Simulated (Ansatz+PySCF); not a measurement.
singlet SiH4: levels of theory in one basis

```xyz
5

Si   -0.0035    0.0093   -0.0010
H     0.8571    0.8706    0.8610
H     0.8663   -0.8647   -0.8704
H    -0.8696    0.8674   -0.8588
H    -0.8570   -0.8558    0.8682
```

Basis set: def2-SVP (spherical functions). Left uncorrelated: 5 orbitals. Charge 0, multiplicity 1.

Computed with Ansatz (development build ahead of 0.2.0); each method stands on the lowest determinant of its kind that the runs found. NEVPT2 correlates all electrons. Active spaces start from the frontier orbitals, and the lowest solution found is given.

```
        method  E − E(RHF) (eV)  <S²> of the determinant
           RHF             0.00                     0.00
       RHF-MP2            -3.14                        –
   RHF-CCSD(T)            -4.03                        –
   CASSCF(8,8)            -1.53                        –
SC-NEVPT2(8,8)            -3.48                        –
```

Task: What does RHF-CCSD give on the same scale?

Result: -3.96 eV.

Task: Is a single determinant a sound starting point here?

Result: By this sign, yes. Unrestricted orbitals gain 0.00 eV and <S²> is 0.00 against 0.00 for a pure state. The CASSCF(8,8) natural occupations are 1.99, 1.98, 1.98, 1.98, 0.03, 0.02, 0.02, 0.02.
